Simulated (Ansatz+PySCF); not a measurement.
The numbers below are computed, except where a source is named.
Input for Ansatz (development build ahead of 0.2.0):

```yaml
crystal:
  periodic: [false, false, false]
  atoms:
    - { symbol: O, position_ang: [0.0, 0.0, -0.10849] }
    - { symbol: H, position_ang: [0.0, 0.0, 0.86793] }
    - { symbol: H, position_ang: [30.0, 0.0, -2.98146] }
    - { symbol: F, position_ang: [30.0, 0.0, 0.33127] }
basis:
  gaussian: { orbitals: "6-31G" }
magnetization:
  spin_polarized: true
  initial_magnetization: 1
hamiltonian:
  xc: hf
```

The input is written out in the form of the current development build from the run's settings.

The run gave:

* Converged: yes
* Total energy: -175.22227 hartree
* Spin squared of the determinant: 1.754
* Stability test: minimum
* Occupied orbitals by symmetry in an Abelian subgroup (alpha; beta): 8 A' 2 A''; 8 A' 1 A''

Caution: the unrestricted determinant is a mixture of spin states.
